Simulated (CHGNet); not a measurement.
CaB6-type LaB₆

All values below come from the machine-learned potential CHGNet-r²SCAN (trained on r²SCAN data).

Cell: relaxed at this level.

For CaB6-type LaB₆, the lattice constant a is 4.153 Å. The equilibrium volume per atom is 10.23 Å³/atom.

Measured, for comparison: lattice constant a 4.157 Å, equilibrium volume per atom 10.26 Å³/atom (296 K, not corrected to a static lattice; as tabulated in Tsubota and Kitagawa (2017), doi:10.1038/s41598-017-15766-y). Computed (rounded) less measured: lattice constant a -0.1 %, equilibrium volume per atom -0.3 %.

A machine-learned potential is trained on density-functional data: it inherits that level's misses and adds fitting errors of its own.
